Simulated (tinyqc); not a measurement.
Inside a calculation. Method: G0W0 on RHF in the sto-6g basis, for LiH, spin multiplicity 1. Computed by tinyqc, a small Python program that keeps every step (integrals from PySCF). Settings: charge = 0, multiplicity = 1, basis = sto-6g, method = RHF, energy threshold = 1e-10, iteration cap = 62, orthogonalisation = canonical, start = atomic densities, DIIS depth = 6. Command: `OMP_NUM_THREADS=1 python tinyqc.py 24573 24574 out.jsonl` (the two numbers bound the seeds that draw the settings). One thread of a shared host (Intel(R) Xeon(R) Processor @ 2.60GHz), about 0.09 s of CPU time with the checks. The early iterations of the SCF are left out here.

## One-electron integrals

Geometry (angstrom):

| atom | x | y | z |
|---|---|---|---|
| Li | 0.00000 | 0.00000 | 0.00000 |
| H | 0.00000 | 0.00000 | 1.93400 |

Basis sto-6g: exponents (1/bohr^2) and contraction coefficients of normalised primitives:

| element | l (shell) | exponent | coefficient |
|---|---|---|---|
| Li | s (1) | 167.17585 | 0.00916 |
| Li | s (1) | 30.65151 | 0.04936 |
| Li | s (1) | 8.57519 | 0.16854 |
| Li | s (1) | 2.94581 | 0.37056 |
| Li | s (1) | 1.14394 | 0.41649 |
| Li | s (1) | 0.47114 | 0.13033 |
| Li | s (2) | 6.59756 | -0.01325 |
| Li | s (2) | 1.30583 | -0.04699 |
| Li | s (2) | 0.40585 | -0.03379 |
| Li | s (2) | 0.15615 | 0.25024 |
| Li | s (2) | 0.06781 | 0.59512 |
| Li | s (2) | 0.03108 | 0.24071 |
| Li | p (3) | 6.59756 | 0.00376 |
| Li | p (3) | 1.30583 | 0.03768 |
| Li | p (3) | 0.40585 | 0.17390 |
| Li | p (3) | 0.15615 | 0.41804 |
| Li | p (3) | 0.06781 | 0.42586 |
| Li | p (3) | 0.03108 | 0.10171 |
| H | s (1) | 35.52322 | 0.00916 |
| H | s (1) | 6.51314 | 0.04936 |
| H | s (1) | 1.82214 | 0.16854 |
| H | s (1) | 0.62596 | 0.37056 |
| H | s (1) | 0.24308 | 0.41649 |
| H | s (1) | 0.10011 | 0.13033 |

Overlap, kinetic and nuclear-attraction integrals over the contracted functions; the nuclear repulsion is the sum of Za Zb / Rab.

nuclear repulsion = 0.8208540 hartree

overlap S:
```
          1Li 1s   1Li 2s  1Li 2px  1Li 2py  1Li 2pz    2H 1s
1Li 1s   1.00000  0.23574  0.00000  0.00000  0.00000  0.03314
1Li 2s   0.23574  1.00000  0.00000  0.00000  0.00000  0.31673
1Li 2px  0.00000  0.00000  1.00000  0.00000  0.00000  0.00000
1Li 2py  0.00000  0.00000  0.00000  1.00000  0.00000  0.00000
1Li 2pz  0.00000  0.00000  0.00000  0.00000  1.00000  0.43644
2H 1s    0.03314  0.31673  0.00000  0.00000  0.43644  1.00000
```

kinetic energy T (hartree):
```
           1Li 1s    1Li 2s  1Li 2px  1Li 2py  1Li 2pz     2H 1s
1Li 1s    3.61674  -0.11072  0.00000  0.00000  0.00000  -0.01122
1Li 2s   -0.11072   0.10652  0.00000  0.00000  0.00000   0.02309
1Li 2px   0.00000   0.00000  0.32001  0.00000  0.00000   0.00000
1Li 2py   0.00000   0.00000  0.00000  0.32001  0.00000   0.00000
1Li 2pz   0.00000   0.00000  0.00000  0.00000  0.32001   0.07859
2H 1s    -0.01122   0.02309  0.00000  0.00000  0.07859   0.76852
```

nuclear attraction V (hartree):
```
           1Li 1s    1Li 2s   1Li 2px   1Li 2py   1Li 2pz     2H 1s
1Li 1s   -8.34076  -0.89286   0.00000   0.00000  -0.01165  -0.13309
1Li 2s   -0.89286  -1.45608   0.00000   0.00000  -0.10265  -0.53118
1Li 2px   0.00000   0.00000  -1.42928   0.00000   0.00000   0.00000
1Li 2py   0.00000   0.00000   0.00000  -1.42928   0.00000   0.00000
1Li 2pz  -0.01165  -0.10265   0.00000   0.00000  -1.50951  -0.74308
2H 1s    -0.13309  -0.53118   0.00000   0.00000  -0.74308  -2.05989
```

core Hamiltonian H = T + V (hartree):
```
           1Li 1s    1Li 2s   1Li 2px   1Li 2py   1Li 2pz     2H 1s
1Li 1s   -4.72402  -1.00359   0.00000   0.00000  -0.01165  -0.14431
1Li 2s   -1.00359  -1.34955   0.00000   0.00000  -0.10265  -0.50809
1Li 2px   0.00000   0.00000  -1.10927   0.00000   0.00000   0.00000
1Li 2py   0.00000   0.00000   0.00000  -1.10927   0.00000   0.00000
1Li 2pz  -0.01165  -0.10265   0.00000   0.00000  -1.18950  -0.66449
2H 1s    -0.14431  -0.50809   0.00000   0.00000  -0.66449  -1.29137
```

## Two-electron integrals

Functions are numbered as in S; the eight-fold symmetry (ij|kl) = (ji|kl) = (kl|ij) leaves the list below.

Two-electron integrals (ij|kl) in chemists' order, unique and non-zero (hartree):
```
(11|11) 1.68125   (21|11) 0.24260   (21|21) 0.04451   (22|11) 0.39719
(22|21) 0.09028   (22|22) 0.29062   (31|31) 0.00944   (32|31) 0.01426
(32|32) 0.06424   (33|11) 0.39719   (33|21) 0.09028   (33|22) 0.29062
(33|33) 0.31312   (41|41) 0.00944   (42|41) 0.01426   (42|42) 0.06424
(43|43) 0.01688   (44|11) 0.39719   (44|21) 0.09028   (44|22) 0.29062
(44|33) 0.27937   (44|44) 0.31312   (51|51) 0.00944   (52|51) 0.01426
(52|52) 0.06424   (53|53) 0.01688   (54|54) 0.01688   (55|11) 0.39719
(55|21) 0.09028   (55|22) 0.29062   (55|33) 0.27937   (55|44) 0.27937
(55|55) 0.31312   (61|11) 0.03370   (61|21) 0.00608   (61|22) 0.01253
(61|33) 0.01235   (61|44) 0.01235   (61|51) 0.00082   (61|52) 0.00168
(61|55) 0.01289   (61|61) 0.00092   (62|11) 0.10498   (62|21) 0.02431
(62|22) 0.08593   (62|33) 0.08121   (62|44) 0.08121   (62|51) 0.00407
(62|52) 0.02622   (62|55) 0.09536   (62|61) 0.00406   (62|62) 0.04584
(63|31) 0.00177   (63|32) 0.00875   (63|53) 0.00371   (63|63) 0.00278
(64|41) 0.00177   (64|42) 0.00875   (64|54) 0.00371   (64|64) 0.00278
(65|11) 0.13622   (65|21) 0.03180   (65|22) 0.11582   (65|33) 0.10788
(65|44) 0.10788   (65|51) 0.00634   (65|52) 0.04058   (65|55) 0.13171
(65|61) 0.00551   (65|62) 0.06728   (65|65) 0.09971   (66|11) 0.27336
(66|21) 0.06433   (66|22) 0.25026   (66|33) 0.22858   (66|44) 0.22858
(66|51) 0.01141   (66|52) 0.09310   (66|55) 0.29361   (66|61) 0.01121
(66|62) 0.17227   (66|65) 0.26106   (66|66) 0.77500
```

## Orthogonalisation

S = U s U^T; canonical form X = U s^(-1/2), so that X^T S X = 1. Each column of U has its largest component positive (the first on a tie).

eigenvalues of S: 0.44898  0.80714  1.00000  1.00000  1.17515  1.56872

X:
```
                1         2         3        4         5        6
1Li 1s    0.23249   0.77694   0.00000  0.00000   0.60714  0.18779
1Li 2s   -0.68715  -0.60619   0.00000  0.00000   0.47750  0.37742
1Li 2px   0.00000   0.00000  -0.43877  0.89860   0.00000  0.00000
1Li 2py   0.00000   0.00000   0.89860  0.43877   0.00000  0.00000
1Li 2pz  -0.80979   0.47336   0.00000  0.00000  -0.46802  0.41280
2H 1s     1.02239  -0.20917   0.00000  0.00000  -0.18783  0.53791
```

Within a degenerate level the vectors are fixed only up to a rotation; this is one choice.

## Iteration 8 (converged): orbitals

converged F (hartree):
```
           1Li 1s    1Li 2s  1Li 2px  1Li 2py   1Li 2pz     2H 1s
1Li 1s   -2.39704  -0.61902  0.00000  0.00000   0.01371  -0.08886
1Li 2s   -0.61902  -0.19732  0.00000  0.00000  -0.07826  -0.22120
1Li 2px   0.00000   0.00000  0.16103  0.00000   0.00000   0.00000
1Li 2py   0.00000   0.00000  0.00000  0.16103   0.00000   0.00000
1Li 2pz   0.01371  -0.07826  0.00000  0.00000   0.03329  -0.21283
2H 1s    -0.08886  -0.22120  0.00000  0.00000  -0.21283  -0.10354
```

Diagonalise F' = X^T F X, C = X C', fill 2 alpha and 2 beta electrons from the bottom; D = 2 C_occ C_occ^T. Each column has its largest component positive (the first on a tie).

F' = X^T F X (hartree):
```
          1         2        3        4         5         6
1   0.41736  -0.20817  0.00000  0.00000  -0.17306  -0.07952
2  -0.20817  -0.86352  0.00000  0.00000  -1.10856  -0.36614
3   0.00000   0.00000  0.16103  0.00000   0.00000   0.00000
4   0.00000   0.00000  0.00000  0.16103   0.00000   0.00000
5  -0.17306  -1.10856  0.00000  0.00000  -1.23415  -0.49849
6  -0.07952  -0.36614  0.00000  0.00000  -0.49849  -0.44921
```

orbital energies (hartree): MO1 -2.39840, MO2 -0.25627, MO3 0.07416, MO4 0.16103, MO5 0.16103, MO6 0.45099

coefficients C:
```
              MO1       MO2       MO3      MO4       MO5       MO6
1Li 1s    0.99405  -0.14280  -0.20323  0.00000   0.00000   0.10836
1Li 2s    0.02399   0.47205   0.79992  0.00000   0.00000  -0.58892
1Li 2px   0.00000   0.00000   0.00000  0.78351  -0.62138   0.00000
1Li 2py   0.00000   0.00000   0.00000  0.62138   0.78351   0.00000
1Li 2pz  -0.00490   0.33669  -0.60204  0.00000   0.00000  -0.89075
2H 1s     0.00021   0.58023  -0.16631  0.00000   0.00000   1.02437
```

D after iteration 8:
```
           1Li 1s    1Li 2s  1Li 2px  1Li 2py   1Li 2pz     2H 1s
1Li 1s    2.01707  -0.08713  0.00000  0.00000  -0.10591  -0.16529
1Li 2s   -0.08713   0.44681  0.00000  0.00000   0.31763   0.54781
1Li 2px   0.00000   0.00000  0.00000  0.00000   0.00000   0.00000
1Li 2py   0.00000   0.00000  0.00000  0.00000   0.00000   0.00000
1Li 2pz  -0.10591   0.31763  0.00000  0.00000   0.22676   0.39071
2H 1s    -0.16529   0.54781  0.00000  0.00000   0.39071   0.67334
```

Within a degenerate level the vectors are fixed only up to a rotation; this is one choice.

## Convergence

Stop when the energy changes by less than 1e-10 hartree and every element of the error matrix X^T (F D S - S D F) X is below 3e-06.

Course of the cycle:

| iteration | E (hartree) | change | largest element of the error matrix |
|---|---|---|---|
| 1 | -7.7341270 | - | 1.08e-01 |
| 2 | -7.9167661 | -1.83e-01 | 9.51e-02 |
| 3 | -7.9256751 | -8.91e-03 | 2.49e-02 |
| 4 | -7.9271281 | -1.45e-03 | 5.53e-03 |
| 5 | -7.9273161 | -1.88e-04 | 6.02e-04 |
| 6 | -7.9273182 | -2.03e-06 | 3.79e-05 |
| 7 | -7.9273182 | -9.41e-09 | 5.89e-07 |
| 8 | -7.9273182 | -2.06e-12 | 5.31e-08 |

PySCF RHF in the same basis = -7.9273182 hartree

Converged in 8 iterations.

## Integrals over molecular orbitals

(pq|rs) = sum C_ip C_jq C_kr C_ls (ij|kl), one index at a time.

one-electron integrals over orbitals h = C^T H C (hartree):
```
          1         2         3         4         5         6
1  -4.71659   0.09661   0.16605   0.00000   0.00000  -0.05407
2   0.09661  -1.37690   0.01827   0.00000   0.00000   0.01755
3   0.16605   0.01827  -1.11082   0.00000   0.00000   0.02810
4   0.00000   0.00000   0.00000  -1.10927   0.00000   0.00000
5   0.00000   0.00000   0.00000   0.00000  -1.10927   0.00000
6  -0.05407   0.01755   0.02810   0.00000   0.00000  -1.00612
```

Two-electron integrals over orbitals (pq|rs), unique and non-zero (hartree):
```
(11|11) 1.66508    (21|11) -0.10051   (21|21) 0.01086    (22|11) 0.33198
(22|21) 0.00391    (22|22) 0.46752    (31|11) -0.14385   (31|21) 0.01101
(31|22) -0.01247   (31|31) 0.02319    (32|11) 0.02290    (32|21) -0.00274
(32|22) -0.05306   (32|31) -0.00040   (32|32) 0.01626    (33|11) 0.39764
(33|21) -0.00951   (33|22) 0.21458    (33|31) 0.00110    (33|32) 0.01155
(33|33) 0.33443    (41|41) 0.01004    (42|41) 0.00714    (42|42) 0.02138
(43|41) 0.01032    (43|42) 0.01955    (43|43) 0.04158    (44|11) 0.39697
(44|21) -0.00351   (44|22) 0.25390    (44|31) -0.00478   (44|32) 0.01003
(44|33) 0.28143    (44|44) 0.31312    (51|51) 0.01004    (52|51) 0.00714
(52|52) 0.02138    (53|51) 0.01032    (53|52) 0.01955    (53|53) 0.04158
(54|54) 0.01688    (55|11) 0.39697    (55|21) -0.00351   (55|22) 0.25390
(55|31) -0.00478   (55|32) 0.01003    (55|33) 0.28143    (55|44) 0.27937
(55|55) 0.31312    (61|11) 0.07157    (61|21) -0.01000   (61|22) -0.00758
(61|31) -0.00502   (61|32) 0.00250    (61|33) 0.01191    (61|44) 0.00133
(61|55) 0.00133    (61|61) 0.01153    (62|11) -0.07144   (62|21) 0.00233
(62|22) 0.11532    (62|31) 0.00339    (62|32) -0.03869   (62|33) -0.01935
(62|44) -0.03072   (62|55) -0.03072   (62|61) 0.00029    (62|62) 0.12961
(63|11) 0.01730    (63|21) -0.00227   (63|22) -0.05321   (63|31) 0.00435
(63|32) 0.01239    (63|33) 0.03598    (63|44) 0.00500    (63|55) 0.00500
(63|61) 0.00415    (63|62) -0.03453   (63|63) 0.02722    (64|41) -0.00613
(64|42) -0.01903   (64|43) -0.01306   (64|64) 0.01993    (65|51) -0.00613
(65|52) -0.01903   (65|53) -0.01306   (65|65) 0.01993    (66|11) 0.36045
(66|21) 0.00149    (66|22) 0.43867    (66|31) -0.01108   (66|32) -0.04509
(66|33) 0.23887    (66|44) 0.26334    (66|55) 0.26334    (66|61) -0.00472
(66|62) 0.11212    (66|63) -0.04421   (66|66) 0.43644
```

## Screening: direct RPA

With D = e_a - e_i and K = (ia|jb): diagonalise D^(1/2) (D + 4K) D^(1/2) = Z w^2 Z^T; X + Y = D^(1/2) Z w^(-1/2), each column of Z with its largest component positive (the first on a tie); E_c = (sum w - tr (D + 2K)) / 2.

D^(1/2) (D + 4K) D^(1/2) (hartree^2):
```
          1>3      1>4      1>5       1>6       2>3      2>4      2>5       2>6
1>3   6.34294  0.00000  0.00000  -0.05335  -0.00144  0.00000  0.00000   0.01792
1>4   0.00000  6.65354  0.00000   0.00000   0.00000  0.02950  0.00000   0.00000
1>5   0.00000  0.00000  6.65354   0.00000   0.00000  0.00000  0.02950   0.00000
1>6  -0.05335  0.00000  0.00000   8.25044   0.00971  0.00000  0.00000   0.00165
2>3  -0.00144  0.00000  0.00000   0.00971   0.13068  0.00000  0.00000  -0.07481
2>4   0.00000  0.02950  0.00000   0.00000   0.00000  0.20984  0.00000   0.00000
2>5   0.00000  0.00000  0.02950   0.00000   0.00000  0.00000  0.20984   0.00000
2>6   0.01792  0.00000  0.00000   0.00165  -0.07481  0.00000  0.00000   0.86688
```

excitation energies w (hartree): 0.35091  0.45793  0.45793  0.93507  2.51823  2.57947  2.57947  2.87262

X + Y:
```
            1         2         3         4         5        6         7         8
1>3  -0.00018   0.00000   0.00000  -0.00535   0.99050  0.00000   0.00000  -0.02592
1>4   0.00000  -0.00306  -0.01038   0.00000   0.00000  0.15427   0.98408   0.00000
1>5   0.00000  -0.01038   0.00306   0.00000   0.00000  0.98408  -0.15427   0.00000
1>6  -0.00345   0.00000   0.00000  -0.00020   0.02971  0.00000   0.00000   0.99556
2>3   0.96551   0.00000   0.00000  -0.05950  -0.00008  0.00000   0.00000   0.00041
2>4   0.00000   0.26953   0.91576   0.00000   0.00000  0.00029   0.00182   0.00000
2>5   0.00000   0.91576  -0.26953   0.00000   0.00000  0.00182  -0.00029   0.00000
2>6   0.14210   0.00000   0.00000   0.86533   0.00174  0.00000   0.00000   0.00007
```

RPA correlation energy = -0.0241874 hartree

Within a degenerate level the vectors are fixed only up to a rotation; this is one choice.

## G0W0 on Hartree-Fock: HOMO

W(p,q,m) = sqrt2 sum_ia (pq|ia) (X+Y)_ia,m; Sigma_c(x) = sum_(i,m) W^2/(x - e_i + w_m) + sum_(a,m) W^2/(x - e_a - w_m); solve x = e_p + Sigma_c(x) by Newton steps; Z = 1/(1 - dSigma/dx); 1 hartree = 27.211386 eV.

The 12 largest terms at x = e_p (hartree; W for the signs of X + Y given):

| q | m | W | term |
|---|---|---|---|
| 2 | 4 | 0.14569 | 0.02270 |
| 6 | 4 | 0.16184 | -0.01595 |
| 2 | 1 | -0.04923 | 0.00691 |
| 3 | 4 | -0.04871 | -0.00188 |
| 5 | 2 | 0.02759 | -0.00087 |
| 4 | 3 | 0.02759 | -0.00087 |
| 6 | 1 | -0.02679 | -0.00068 |
| 3 | 1 | 0.01441 | -0.00030 |
| 2 | 5 | -0.01749 | 0.00012 |
| 4 | 2 | 0.00812 | -0.00008 |
| 5 | 3 | -0.00812 | -0.00008 |
| 1 | 5 | 0.01500 | 4.83e-05 |

Newton steps (hartree):

| step | x | Sigma_c(x) | Z |
|---|---|---|---|
| 0 | -0.25627 | 0.00908 | 0.94473 |
| 1 | -0.24769 | 0.00859 | 0.94578 |
| 2 | -0.24768 | 0.00859 | 0.94578 |

quasiparticle energy of the HOMO = -6.73983 eV

Hartree-Fock value = -6.97350 eV

## G0W0 on Hartree-Fock: LUMO

As before.

The 12 largest terms at x = e_p (hartree; W for the signs of X + Y given):

| q | m | W | term |
|---|---|---|---|
| 2 | 4 | -0.04871 | 0.00188 |
| 6 | 4 | -0.04333 | -0.00143 |
| 5 | 2 | 0.02516 | -0.00116 |
| 4 | 3 | 0.02516 | -0.00116 |
| 3 | 4 | -0.02466 | -0.00065 |
| 3 | 1 | 0.01182 | -0.00040 |
| 2 | 1 | 0.01441 | 0.00030 |
| 1 | 5 | 0.03228 | 0.00021 |
| 6 | 1 | 0.00995 | -0.00014 |
| 4 | 2 | 0.00741 | -0.00010 |
| 5 | 3 | -0.00741 | -0.00010 |
| 3 | 8 | 0.01673 | -0.00010 |

Newton steps (hartree):

| step | x | Sigma_c(x) | Z |
|---|---|---|---|
| 0 | 0.07416 | -0.00301 | 0.99027 |
| 1 | 0.07118 | -0.00299 | 0.99034 |
| 2 | 0.07118 | -0.00299 | 0.99034 |

quasiparticle energy of the LUMO = 1.93686 eV

Hartree-Fock value = 2.01810 eV
